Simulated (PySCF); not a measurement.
# CCSDT/6-31G run of [SiH3]− (SMILES [SiH3-])

What is the vertical singlet–triplet gap of [SiH3]− at CCSDT/6-31G? 

Program for the calculation: PySCF 2.14.0.

6 further runs of the same task are left out: 6 set aside as unsound or not needed.

**1. The structure to begin with**

The species is [SiH3]− (4 atoms), meant as a singlet with charge -1. SMILES: `[SiH3-]`. The shape is that of a PBE0-D4/def2-TZVPD optimisation.

Bond lengths: Si1–H2 1.546 Å, Si1–H3 1.546 Å, Si1–H4 1.546 Å. Angles: H2–Si1–H3 94.1°, H2–Si1–H4 94.1°, H3–Si1–H4 94.1°.

**2. A single-point energy at CCSDT/6-31G**

The input, job.py:

```python
# [SiH3-]
from pyscf import gto, scf, cc

system = gto.M(
    atom=[
    ('Si', (0.539700, -0.050700, -0.300900)),
    ('H', (0.426600, 0.622300, 1.085900)),
    ('H', (-0.298500, -1.283700, 0.106800)),
    ('H', (-0.667800, 0.712200, -0.891800)),
],
    charge=-1,
    basis='6-31g',
    max_memory=1860,
    verbose=4,
    spin=0,
)

mf = scf.RHF(system)
mf.conv_tol = 1e-10
mf.kernel()
if not mf.converged:
    mf = mf.newton().run(mf.mo_coeff, mf.mo_occ)

mycc = cc.CCSDT(mf, frozen=5)
mycc.kernel()
etot = mycc.e_tot
print('Final energy', etot)
```

Run with:

```sh
$ OMP_NUM_THREADS=1 python job.py
```

Standard output:

```text
PySCF version 2.14.0

[INPUT] num. atoms = 4
[INPUT] num. electrons = 18
[INPUT] charge = -1
[INPUT] spin (= nelec alpha-beta = 2S) = 0
[INPUT] symmetry False subgroup None
[INPUT] Mole.unit = angstrom
[INPUT] Symbol           X                Y                Z      unit          X                Y                Z       unit  Magmom
[INPUT]  1 Si     0.539700000000  -0.050700000000  -0.300900000000 AA    1.019885189428  -0.095809114515  -0.568618590882 Bohr   0.0
[INPUT]  2 H      0.426600000000   0.622300000000   1.085900000000 AA    0.806157164739   1.175976567317   2.052053598665 Bohr   0.0
[INPUT]  3 H     -0.298500000000  -1.283700000000   0.106800000000 AA   -0.564083248183  -2.425841426104   0.201822750104 Bohr   0.0
[INPUT]  4 H     -0.667800000000   0.712200000000  -0.891800000000 AA   -1.261959105985   1.345862945915  -1.685257757887 Bohr   0.0

nuclear repulsion = 15.0809836888403
number of shells = 13
number of NR pGTOs = 58
number of NR cGTOs = 19
basis = 6-31g
ecp = {}

******** <class 'pyscf.scf.hf.RHF'> ********
method = RHF
initial guess = minao
damping factor = 0
level_shift factor = 0
DIIS = <class 'pyscf.scf.diis.CDIIS'>
diis_start_cycle = 1
diis_space = 8
diis_damp = 0
SCF conv_tol = 1e-10
SCF conv_tol_grad = None
SCF max_cycles = 50
direct_scf = True
direct_scf_tol = 1e-13
Set gradient conv threshold to 1e-05
Initial guess from minao.
init E= -290.173991310915
  HOMO = -0.178294104473069  LUMO = 0.125560026967633  gap/eV = 8.26829
cycle= 1 E= -290.561032210142  delta_E= -0.387  |g|= 0.14  |ddm|= 1.44
  HOMO = -0.0326332744076536  LUMO = 0.382211401885003  gap/eV = 11.28850
cycle= 2 E= -290.572766564819  delta_E= -0.0117  |g|= 0.0334  |ddm|= 0.392
  HOMO = -0.0591692628883755  LUMO = 0.368487684906172  gap/eV = 11.63714
cycle= 3 E= -290.573431162027  delta_E= -0.000665  |g|= 0.00948  |ddm|= 0.0831
  HOMO = -0.0580980879571984  LUMO = 0.369372599197366  gap/eV = 11.63207
cycle= 4 E= -290.57353972363  delta_E= -0.000109  |g|= 0.00201  |ddm|= 0.0471
  HOMO = -0.0578660266994175  LUMO = 0.369485643345101  gap/eV = 11.62883
cycle= 5 E= -290.573545582754  delta_E= -5.86e-06  |g|= 0.000284  |ddm|= 0.0125
  HOMO = -0.0579044258011938  LUMO = 0.369455396928647  gap/eV = 11.62905
cycle= 6 E= -290.573545676176  delta_E= -9.34e-08  |g|= 1.91e-05  |ddm|= 0.00172
  HOMO = -0.057903843319224  LUMO = 0.369453622838969  gap/eV = 11.62899
cycle= 7 E= -290.573545676435  delta_E= -2.59e-10  |g|= 1.44e-06  |ddm|= 5.91e-05
  HOMO = -0.057903937471486  LUMO = 0.369453752080761  gap/eV = 11.62900
cycle= 8 E= -290.573545676436  delta_E= -1.25e-12  |g|= 1.54e-07  |ddm|= 5.4e-06
  HOMO = -0.0579039302810218  LUMO = 0.369453752290945  gap/eV = 11.62899
Extra cycle  E= -290.573545676436  delta_E= 2.27e-13  |g|= 4.57e-08  |ddm|= 7.14e-07
converged SCF energy = -290.573545676436

******** <class 'pyscf.cc.rccsdt.RCCSDT'> ********
RCCSDT nocc = 4, nmo = 14
Allocating only the i<=j<=k part of the T3 amplitude in memory
frozen orbitals 5
max_cycle = 50
conv_tol = 1e-07
conv_tol_normt = 1e-06
diis with the T3 amplitude
diis_space = 6
diis_start_cycle = 0
diis_start_energy_diff = 1e+09
einsum_backend: numpy
_make_eris_incore_RCCSDT
blksize  4    blksize_oovv  4    blksize_oooo  4    blksize_vvvv  1

WARN: A large `blksize` is being used, which may cause large memory consumption
      for storing contraction intermediates. If memory is sufficient, consider using
      `pyscf.cc.rccsdt_highm.RCCSDT` instead.

WARN: A large `blksize_oovv` is being used, which may cause large memory consumption
      for storing contraction intermediates. If memory is sufficient, consider using
      `pyscf.cc.rccsdt_highm.RCCSDT` instead.

WARN: A large `blksize_oooo` is being used, which may cause large memory consumption
      for storing contraction intermediates. If memory is sufficient, consider using
      `pyscf.cc.rccsdt_highm.RCCSDT` instead.

Approximate memory usage estimate
    T3 memory                 156 KB
    R3 memory                 156 KB
    Symmetrized T3 memory     156 KB
    ERIs memory               300 KB
    T1-ERIs memory            300 KB
    Intermediates memory      300 KB
Init t2, MP2 energy = -290.632011020662  E_corr(MP2) -0.058465344226
Init E_corr(RCCSDT) = -0.0584653442259863
cycle =  1  E_corr(RCCSDT) = -0.072908400387  dE = -1.444305616090e-02  norm(d tamps) = 5.33919160e-02
cycle =  2  E_corr(RCCSDT) = -0.077750219512  dE = -4.841819124954e-03  norm(d tamps) = 2.22239755e-02
cycle =  3  E_corr(RCCSDT) = -0.081114515964  dE = -3.364296452633e-03  norm(d tamps) = 1.05229613e-02
cycle =  4  E_corr(RCCSDT) = -0.081106148728  dE =  8.367236657092e-06  norm(d tamps) = 1.78219479e-03
cycle =  5  E_corr(RCCSDT) = -0.081102629149  dE =  3.519579264699e-06  norm(d tamps) = 3.15772859e-04
cycle =  6  E_corr(RCCSDT) = -0.081104451875  dE = -1.822726733963e-06  norm(d tamps) = 1.12916566e-04
cycle =  7  E_corr(RCCSDT) = -0.081104105390  dE =  3.464853164242e-07  norm(d tamps) = 3.59683253e-05
cycle =  8  E_corr(RCCSDT) = -0.081104457141  dE = -3.517507050077e-07  norm(d tamps) = 6.17972518e-06
cycle =  9  E_corr(RCCSDT) = -0.081104451746  dE =  5.394717242369e-09  norm(d tamps) = 2.00604268e-06
cycle = 10  E_corr(RCCSDT) = -0.081104390876  dE =  6.087006046429e-08  norm(d tamps) = 5.12045738e-07
RCCSDT converged
E(RCCSDT) = -290.6546500673118   E_corr = -0.08110439087590147
E_corr(same-spin) = -0.0054550141321215
E_corr(oppo-spin) = -0.07564937674378
Final energy -290.65465006731176
```

It took 0.78 s on 1 thread of Arm Neoverse V2, shared host; peak memory 0.11 GiB.

**3. The triplet, same level**

The input, calc.py:

```python
from pyscf import gto, scf, cc

mol = gto.M(
    atom='''
Si     1.019885    -0.095809    -0.568619
H      0.806157     1.175977     2.052054
H     -0.564083    -2.425841     0.201823
H     -1.261959     1.345863    -1.685258
''',
    charge=-1,
    basis='6-31g',
    unit='bohr',
    verbose=4,
    spin=2,
    max_memory=1860,
)

calc0 = scf.UHF(mol)
calc0.conv_tol = 1e-10
calc0.kernel()
if not calc0.converged:
    calc0 = calc0.newton().run(calc0.mo_coeff, calc0.mo_occ)

mycc = cc.CCSDT(calc0, frozen=5)
mycc.kernel()
energy = mycc.e_tot
print('E = %.10f Eh' % energy)
```

Run with:

```sh
$ OMP_NUM_THREADS=1 python calc.py
```

Standard output:

```text
PySCF version 2.14.0

[INPUT] num. atoms = 4
[INPUT] num. electrons = 18
[INPUT] charge = -1
[INPUT] spin (= nelec alpha-beta = 2S) = 2
[INPUT] symmetry False subgroup None
[INPUT] Mole.unit = bohr
[INPUT] Symbol           X                Y                Z      unit          X                Y                Z       unit  Magmom
[INPUT]  1 Si     0.539699899759  -0.050699939401  -0.300900216496 AA    1.019885000000  -0.095809000000  -0.568619000000 Bohr   0.0
[INPUT]  2 H      0.426599912824   0.622300228966   1.085900212377 AA    0.806157000000   1.175977000000   2.052054000000 Bohr   0.0
[INPUT]  3 H     -0.298499868667  -1.283699774515   0.106800132240 AA   -0.564083000000  -2.425841000000   0.201823000000 Bohr   0.0
[INPUT]  4 H     -0.667799943915   0.712200028620  -0.891800128121 AA   -1.261959000000   1.345863000000  -1.685258000000 Bohr   0.0

nuclear repulsion = 15.0809833008908
number of shells = 13
number of NR pGTOs = 58
number of NR cGTOs = 19
basis = 6-31g
ecp = {}

******** <class 'pyscf.scf.uhf.UHF'> ********
method = UHF
initial guess = minao
damping factor = 0
level_shift factor = 0
DIIS = <class 'pyscf.scf.diis.CDIIS'>
diis_start_cycle = 1
diis_space = 8
diis_damp = 0
SCF conv_tol = 1e-10
SCF conv_tol_grad = None
SCF max_cycles = 50
direct_scf = True
direct_scf_tol = 1e-13
number electrons alpha = 10  beta = 8
Set gradient conv threshold to 1e-05
init E= -290.173991263014

[... the frontier-level lines of each cycle are left out ...]



cycle= 1 E= -290.409357352348  delta_E= -0.235  |g|= 0.0796  |ddm|= 3.33
cycle= 2 E= -290.417847529418  delta_E= -0.00849  |g|= 0.0279  |ddm|= 0.212
cycle= 3 E= -290.419465724281  delta_E= -0.00162  |g|= 0.00882  |ddm|= 0.104
cycle= 4 E= -290.419705828438  delta_E= -0.00024  |g|= 0.00523  |ddm|= 0.0463
cycle= 5 E= -290.419830020017  delta_E= -0.000124  |g|= 0.00281  |ddm|= 0.0484
cycle= 6 E= -290.419878682936  delta_E= -4.87e-05  |g|= 0.000714  |ddm|= 0.0493
cycle= 7 E= -290.419881548469  delta_E= -2.87e-06  |g|= 0.000352  |ddm|= 0.0131
cycle= 8 E= -290.41988269677  delta_E= -1.15e-06  |g|= 0.000284  |ddm|= 0.00916
cycle= 9 E= -290.419884090511  delta_E= -1.39e-06  |g|= 0.000255  |ddm|= 0.0129
cycle= 10 E= -290.41988604105  delta_E= -1.95e-06  |g|= 0.000242  |ddm|= 0.0192
cycle= 11 E= -290.41988938963  delta_E= -3.35e-06  |g|= 0.000232  |ddm|= 0.0343
cycle= 12 E= -290.419905420369  delta_E= -1.6e-05  |g|= 0.00021  |ddm|= 0.19
cycle= 13 E= -290.41990713703  delta_E= -1.72e-06  |g|= 0.000185  |ddm|= 0.0237
cycle= 14 E= -290.419919241321  delta_E= -1.21e-05  |g|= 0.000246  |ddm|= 0.23
cycle= 15 E= -290.419918463555  delta_E= 7.78e-07  |g|= 0.000119  |ddm|= 0.0252
cycle= 16 E= -290.419923246528  delta_E= -4.78e-06  |g|= 0.00022  |ddm|= 0.213
cycle= 17 E= -290.419923502624  delta_E= -2.56e-07  |g|= 5.56e-05  |ddm|= 0.0191
cycle= 18 E= -290.419923539858  delta_E= -3.72e-08  |g|= 1.73e-05  |ddm|= 0.0155
cycle= 19 E= -290.419923541584  delta_E= -1.73e-09  |g|= 4.42e-06  |ddm|= 0.00316
cycle= 20 E= -290.419923541641  delta_E= -5.72e-11  |g|= 1.79e-06  |ddm|= 3.86e-05
Extra cycle  E= -290.419923541647  delta_E= -6.54e-12  |g|= 1.04e-06  |ddm|= 6.81e-06
converged SCF energy = -290.419923541647  <S^2> = 2.0081109  2S+1 = 3.0054024

******** <class 'pyscf.cc.uccsdt.UCCSDT'> ********
UCCSDT nocc = (np.int64(5), np.int64(3)), nmo = (14, 14)
Allocating only the i<=j<=k part of the T3 amplitude in memory
frozen orbitals 5
max_cycle = 50
conv_tol = 1e-07
conv_tol_normt = 1e-06
diis with the T3 amplitude
diis_space = 6
diis_start_cycle = 0
diis_start_energy_diff = 1e+09
einsum_backend: numpy
_make_eris_incore_UCCSDT
blksize_o_aaa     5    blksize_v_aaa    11
blksize_o_aab     5    blksize_v_aab    11

WARN: A large `blksize_v_aaa` is being used, which may cause large memory consumption
      for storing contraction intermediates. If memory is sufficient, consider using
      `pyscf.cc.uccsdt_highm.UCCSDT` instead.

WARN: A large `blksize_v_aab` is being used, which may cause large memory consumption
      for storing contraction intermediates. If memory is sufficient, consider using
      `pyscf.cc.uccsdt_highm.UCCSDT` instead.

Approximate memory usage estimate
    T3 memory                 159 KB
    R3 memory                 159 KB
    ERIs memory               900 KB
    T1-ERIs memory            900 KB
    Intermediates memory      900 KB
Init t2, MP2 energy = -0.0489644576585167
Init E_corr(UCCSDT) = -0.0489644576600596
cycle =  1  E_corr(UCCSDT) = -0.062000349895  dE = -1.303589223505e-02  norm(d tamps) = 5.66841749e-02
cycle =  2  E_corr(UCCSDT) = -0.066537374567  dE = -4.537024672206e-03  norm(d tamps) = 2.70566781e-02
cycle =  3  E_corr(UCCSDT) = -0.070349794105  dE = -3.812419537506e-03  norm(d tamps) = 1.57201833e-02
cycle =  4  E_corr(UCCSDT) = -0.070351500378  dE = -1.706273558735e-06  norm(d tamps) = 6.29506861e-03
cycle =  5  E_corr(UCCSDT) = -0.070524801133  dE = -1.733007547971e-04  norm(d tamps) = 3.40164688e-03
cycle =  6  E_corr(UCCSDT) = -0.070522857508  dE =  1.943624826806e-06  norm(d tamps) = 1.43821293e-03
cycle =  7  E_corr(UCCSDT) = -0.070542964225  dE = -2.010671661135e-05  norm(d tamps) = 6.75970384e-04
cycle =  8  E_corr(UCCSDT) = -0.070540820247  dE =  2.143977782726e-06  norm(d tamps) = 3.46793540e-04
cycle =  9  E_corr(UCCSDT) = -0.070541429834  dE = -6.095864148181e-07  norm(d tamps) = 1.39890164e-04
cycle = 10  E_corr(UCCSDT) = -0.070540305385  dE =  1.124448276560e-06  norm(d tamps) = 5.98664950e-05
cycle = 11  E_corr(UCCSDT) = -0.070541858401  dE = -1.553015844466e-06  norm(d tamps) = 2.62898959e-05
cycle = 12  E_corr(UCCSDT) = -0.070542296754  dE = -4.383523551643e-07  norm(d tamps) = 1.06713611e-05
cycle = 13  E_corr(UCCSDT) = -0.070542246992  dE =  4.976153138159e-08  norm(d tamps) = 7.33350416e-06
cycle = 14  E_corr(UCCSDT) = -0.070542155331  dE =  9.166090705892e-08  norm(d tamps) = 5.84107244e-06
cycle = 15  E_corr(UCCSDT) = -0.070542162002  dE = -6.671191613017e-09  norm(d tamps) = 5.62136728e-06
cycle = 16  E_corr(UCCSDT) = -0.070542199225  dE = -3.722245078830e-08  norm(d tamps) = 5.56652062e-06
cycle = 17  E_corr(UCCSDT) = -0.070542210448  dE = -1.122367637718e-08  norm(d tamps) = 5.54861962e-06
cycle = 18  E_corr(UCCSDT) = -0.070542223207  dE = -1.275867414496e-08  norm(d tamps) = 5.54241043e-06
cycle = 19  E_corr(UCCSDT) = -0.070542221880  dE =  1.327186388567e-09  norm(d tamps) = 5.53625597e-06
cycle = 20  E_corr(UCCSDT) = -0.070542222613  dE = -7.331352469553e-10  norm(d tamps) = 5.53378601e-06
cycle = 21  E_corr(UCCSDT) = -0.070542217259  dE =  5.353890913939e-09  norm(d tamps) = 5.53292782e-06
cycle = 22  E_corr(UCCSDT) = -0.070542220568  dE = -3.308770271659e-09  norm(d tamps) = 5.53159284e-06
cycle = 23  E_corr(UCCSDT) = -0.070542219840  dE =  7.279927632942e-10  norm(d tamps) = 5.53147925e-06
cycle = 24  E_corr(UCCSDT) = -0.070542218035  dE =  1.804734764410e-09  norm(d tamps) = 5.53092416e-06
cycle = 25  E_corr(UCCSDT) = -0.070542217500  dE =  5.351533521880e-10  norm(d tamps) = 5.53003432e-06
cycle = 26  E_corr(UCCSDT) = -0.070542217280  dE =  2.202932558593e-10  norm(d tamps) = 5.52907114e-06
cycle = 27  E_corr(UCCSDT) = -0.070542217940  dE = -6.602796781552e-10  norm(d tamps) = 5.52789153e-06
cycle = 28  E_corr(UCCSDT) = -0.070542218183  dE = -2.434936696716e-10  norm(d tamps) = 5.52585825e-06
cycle = 29  E_corr(UCCSDT) = -0.070542219674  dE = -1.490062115361e-09  norm(d tamps) = 5.52345993e-06
cycle = 30  E_corr(UCCSDT) = -0.070542223132  dE = -3.458725458816e-09  norm(d tamps) = 5.51914907e-06
cycle = 31  E_corr(UCCSDT) = -0.070542228892  dE = -5.759263718708e-09  norm(d tamps) = 5.51097614e-06
cycle = 32  E_corr(UCCSDT) = -0.070542237706  dE = -8.813981641764e-09  norm(d tamps) = 5.49709299e-06
cycle = 33  E_corr(UCCSDT) = -0.070542250216  dE = -1.251082439035e-08  norm(d tamps) = 5.47495424e-06
cycle = 34  E_corr(UCCSDT) = -0.070542266445  dE = -1.622910655863e-08  norm(d tamps) = 5.44240742e-06
cycle = 35  E_corr(UCCSDT) = -0.070542286919  dE = -2.047319686005e-08  norm(d tamps) = 5.40009166e-06
cycle = 36  E_corr(UCCSDT) = -0.070542309813  dE = -2.289458521376e-08  norm(d tamps) = 5.34999233e-06
cycle = 37  E_corr(UCCSDT) = -0.070542316812  dE = -6.998430363003e-09  norm(d tamps) = 5.29905239e-06
cycle = 38  E_corr(UCCSDT) = -0.070543060197  dE = -7.433858093542e-07  norm(d tamps) = 4.70323990e-06
cycle = 39  E_corr(UCCSDT) = -0.070543603934  dE = -5.437360200283e-07  norm(d tamps) = 1.59007248e-05
cycle = 40  E_corr(UCCSDT) = -0.070543529587  dE =  7.434625663716e-08  norm(d tamps) = 2.65039234e-05
cycle = 41  E_corr(UCCSDT) = -0.070543042410  dE =  4.871769548470e-07  norm(d tamps) = 2.51866913e-05
cycle = 42  E_corr(UCCSDT) = -0.070542709284  dE =  3.331261009681e-07  norm(d tamps) = 1.57880604e-05
cycle = 43  E_corr(UCCSDT) = -0.070542802304  dE = -9.301949134566e-08  norm(d tamps) = 9.58009721e-06
cycle = 44  E_corr(UCCSDT) = -0.070542730329  dE =  7.197425451466e-08  norm(d tamps) = 1.13632592e-05
cycle = 45  E_corr(UCCSDT) = -0.070541960833  dE =  7.694959754667e-07  norm(d tamps) = 1.01292407e-05
cycle = 46  E_corr(UCCSDT) = -0.070542574092  dE = -6.132584945140e-07  norm(d tamps) = 6.45788828e-06
cycle = 47  E_corr(UCCSDT) = -0.070541971000  dE =  6.030922721084e-07  norm(d tamps) = 6.13475011e-06
cycle = 48  E_corr(UCCSDT) = -0.070542544248  dE = -5.732484382598e-07  norm(d tamps) = 6.55036061e-06
cycle = 49  E_corr(UCCSDT) = -0.070542327624  dE =  2.166236727219e-07  norm(d tamps) = 5.23759631e-06
cycle = 50  E_corr(UCCSDT) = -0.070542287383  dE =  4.024172546579e-08  norm(d tamps) = 8.17269669e-07
UCCSDT converged
E(UCCSDT) = -290.4904658290301   E_corr = -0.07054228738271591
E_corr(same-spin) = -0.00570848550905731
E_corr(oppo-spin) = -0.0648338018736586
E = -290.4904658290 Eh
```

Run time: 4.5 s. Hardware: 1 thread of Arm Neoverse V2, shared host; peak memory 0.11 GiB.

**4. What came out**

At CCSDT/6-31G, 5 core orbitals frozen:

| quantity | value |
| --- | --- |
| singlet: total energy | -290.65465 Eh |
| singlet: HOMO energy (Hartree–Fock orbitals) | -1.58 eV |
| singlet: LUMO energy (Hartree–Fock orbitals) | 10.05 eV |
| singlet: HOMO–LUMO gap (to an unbound level, set by the basis) | 11.63 eV |
| singlet: correlation energy (5 core orbitals frozen) | -81.1 mEh |
| singlet: T1 diagnostic | 0.010 |
| triplet: total energy | -290.49047 Eh |
| triplet: HOMO energy (Hartree–Fock orbitals) (highest over α and β) | 3.07 eV |
| triplet: LUMO energy (Hartree–Fock orbitals) (lowest over α and β) | 6.32 eV |
| triplet: correlation energy (5 core orbitals frozen) | -70.5 mEh |
| triplet: ⟨S²⟩ of the reference determinant | 2.008 |
| triplet: T1 diagnostic | 0.020 |
| vertical energy of the triplet above the singlet | 4.468 eV |

**Reading.** At this shape the triplet lies 4.47 eV (103 kcal/mol) above the singlet. For an anion a state so high probably lies above electron detachment. Mulliken charges (singlet) of the mean-field density run from -0.29 on H2 to -0.14 on Si1; they depend strongly on the basis. Mulliken charges (triplet) of the mean-field density run from -0.32 on H4 to -0.18 on Si1. The HOMO (triplet) lies at positive energy, 3.07 eV: the electron is unbound at this level or held by a compact basis; values depend on the basis.
